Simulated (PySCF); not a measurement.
Zinc-blende AlAs: PBE at its full settings () and at cheaper ones, in a cell of 2 atoms.

| level and setting | equilibrium lattice constant a (Å) | bulk modulus (GPa) |
|---|---|---|
| PBE (PySCF) | 5.736 | 66.7 |
| PBE/6-31G* (2×2×2 k mesh) (PySCF) | 5.877 | 61.6 |
| PBE/GTH-DZVP (2×2×2 k mesh) (PySCF) | 5.900 | 58.8 |
| PBE/GTH-SZV (2×2×2 k mesh) (PySCF) | ? | ? |
| PBE/STO-3G (2×2×2 k mesh) (PySCF) | 5.536 | 126 |

Task: Estimate the withheld entries.

Result: 
- PBE/GTH-SZV (2×2×2 k mesh) (PySCF), equilibrium lattice constant a (Å): 5.985
- PBE/GTH-SZV (2×2×2 k mesh) (PySCF), bulk modulus (GPa): 53.8

Largest shifts from the full settings: lattice constant a +4.34 % (PBE/GTH-SZV (2×2×2 k mesh)), against a difference of +1.54 % of the full result from the reference 5.649 Å (measured, static lattice: zero-point anharmonic expansion removed; as tabulated in Mejia-Rodriguez and Trickey (2018), arXiv:1807.09216); bulk modulus +89 % (PBE/STO-3G (2×2×2 k mesh)), against a difference of -11.1 % of the full result from the reference 75 GPa (measured, 0 K value with the zero-point phonon effect removed; as tabulated in Mejia-Rodriguez and Trickey (2018), arXiv:1807.09216).

The full settings aren't shown to be converged themselves.

Run with cheap settings on purpose, which may leave them unconverged: PBE/6-31G* (2×2×2 k mesh), PBE/GTH-DZVP (2×2×2 k mesh), PBE/GTH-SZV (2×2×2 k mesh), PBE/STO-3G (2×2×2 k mesh).
